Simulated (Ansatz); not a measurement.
C4H4F2, SMILES `C=C(F)/C=C\F`, relaxed with RKS PBE0-D4/def2-TZVP in Ansatz from a PBE-D4/def2-SVP geometry. The force threshold is 0.005 eV/Å; the program also tests the step.

Total charge 0; spin multiplicity 1.

Start:

```xyz
10

C     1.816    0.459   -0.327
C     0.517    0.526    0.039
F     0.031    1.677    0.550
C    -0.445   -0.560   -0.067
C    -1.751   -0.547    0.280
F    -2.385    0.510    0.794
H     2.225   -0.470   -0.744
H     2.471    1.333   -0.210
H    -0.067   -1.507   -0.478
H    -2.412   -1.422    0.164
```

(1) By how much does the energy fall, and how many steps does the optimiser take? (Best estimate.)

(2) Which bonds change most? (Best estimate.)

(3) Give the relaxed structure. (An estimate is asked.)

Answers

(1) Ansatz gave: 0.06 eV, in 5 steps.

(2) The calculation gave: C4–C5 from 1.351 to 1.329 Å; C1–C2 from 1.351 to 1.329 Å; C5–H10 from 1.103 to 1.084 Å; C1–H8 from 1.098 to 1.081 Å.

(3) Ansatz gave: 
```xyz
10

C     1.793    0.454   -0.322
C     0.516    0.526    0.039
F     0.040    1.671    0.543
C    -0.445   -0.550   -0.064
C    -1.729   -0.548    0.274
F    -2.368    0.496    0.787
H     2.187   -0.465   -0.730
H     2.448    1.307   -0.213
H    -0.068   -1.480   -0.471
H    -2.375   -1.411    0.158
```
